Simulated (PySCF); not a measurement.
Work out the structure from these simulated measurements.

Formula: C3H3FS.

- UV, strongest line: among the 10 lowest singlet transitions: S5 at 6.94 eV (179 nm, f = 0.939) [TDDFT wB97X-D/def2-SVPD]
- Dipole: 1.51 D [wB97X-D/def2-SVPD]
- UV, first state: lowest singlet excitation: 2.48 eV (499 nm, f = 0.000) [TDDFT wB97X-D/def2-SVPD]
- NMR, other nuclei: isotropic shieldings of nuclei other than C and H, by class: 378 (1 F), 232 (1 S) ppm [GIAO KT3/pcSseg-2]
- Triplet: lowest triplet excitation (Tamm–Dancoff): 2.19 eV [TDA wB97X-D/def2-SVPD]
- 13C NMR: chemical shifts (computed TMS as zero) by class: 247.9 (1 C), 83.7 (1 C), 64.9 (1 C) ppm [GIAO KT3/pcSseg-2]
- Valence photoelectron: vertical ionisation energy: 9.04 eV [ΔSCF wB97X-D/def2-SVPD]
- Rotational structure: rotational constants A, B, C: 19.023, 1.501, 1.470 GHz [PBE0-D3(BJ)/def2-SVP]

The electronic properties come from PySCF, for the isolated species, density fitting. Levels stand in brackets. One conformer (not necessarily the lowest) at the PBE0-D3(BJ)/def2-SVP geometry, without solvent, vibrations or thermal averaging. Each NMR value is the plain mean over a class of atoms that symmetry, rotation or inversion makes alike.

Q: Propose a structure and show how it fits.

A: Numbering: `[F:1][CH2:2][CH:3]=[C:4]=[S:5]`. Its formula, C3H3FS, gives 2 degrees of unsaturation: 0 rings and 2 π bonds in the structure found. 3 carbons fall into 3 classes; from least to most shielded: central carbon of cumulated double bonds [C4] (247.9 ppm), sp3 C–F carbon [C2] (83.7 ppm), outer carbon of cumulated double bonds [C3] (64.9 ppm). The other shieldings belong to: 378 ppm, alkyl fluorine [F1]; 232 ppm, sulfur bonded to C [S5]. S1 is mainly HOMO→LUMO (weight 0.99); the largest Löwdin shares of the orbital it empties are 0.44 on the sulfur bonded to C, 0.26 on the outer carbon of cumulated double bonds and 0.21 on the central carbon of cumulated double bonds, of the orbital it fills 0.42 on the sulfur bonded to C, 0.40 on the central carbon of cumulated double bonds, 0.09 on the outer carbon of cumulated double bonds and 0.04 on the hydrogen on carbon. The optimised geometry has point group C1 and is an asymmetric top. Structure: `FCC=C=S`. Computed isomers that give other values at the same levels: `CC(F)=C=S` (rotational constant A: 9.588 GHz; this holds for the one conformer computed). The assignments are read from this structure; whether some other isomer fits the data as well wasn't checked.

Conformer computed: `[F:1][CH2:2][CH:3]=[C:4]=[S:5]`: F1–C2–C3–C4 114°.
